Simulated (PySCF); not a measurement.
## Worked example: correlation energy of CH$_{2}$, triplet

Geometry: MP2(full)/6-31G*, from the G2/97 set.

| atom | x (Å) | y (Å) | z (Å) |
| --- | --- | --- | --- |
| C | 0.0000 | 0.0000 | 0.0635 |
| H | 0.0000 | 0.9826 | -0.3781 |
| H | 0.0000 | -0.9826 | -0.3781 |

Basis 6-31G; PySCF 2.14.0. Only valence electrons are correlated (noble-gas cores frozen), which leaves 6 electrons in 12 orbitals. R marks a restricted (for open shells ROHF) determinant, U an unrestricted one.

Full CI is exact within this basis and frozen core; it isn't the basis-set limit. The frozen core follows each run's orbitals, which can shift R against U totals by a few meV.

Restricted and unrestricted runs freeze slightly different cores, so steps under 0.1 kcal/mol mean nothing.

```tsv
level	total energy (hartree)
UHF	-38.911611
UMP2	-38.964168
UCCSD	-38.979223
UCCSD(T)	-38.979822
UCCSDT	-38.980008
full CI	-38.980045
```

**Question.** What is the correlation energy at full CI, and what share of it do UMP2 and UCCSD(T) recover?

**Answer.** E(corr) = -38.980045 − (-38.911611) = -0.068434 hartree = -1.862 eV. UMP2: -0.052557 / -0.068434 = 76.80 %. UCCSD(T): -0.068211 / -0.068434 = 99.67 %.

**Question.** By how many kcal/mol does UCCSD(T) miss full CI (1 hartree = 627.509 kcal/mol), and which steps make up the rest?

**Answer.** -38.979822 − (-38.980045) = 0.000223 hartree = 0.14 kcal/mol. Steps: UCCSDT − UCCSD(T) = -0.12, full CI − UCCSDT = -0.02 kcal/mol. That is within 1 kcal/mol of the reference in this basis, which itself misses far more of the correlation at the basis-set limit.
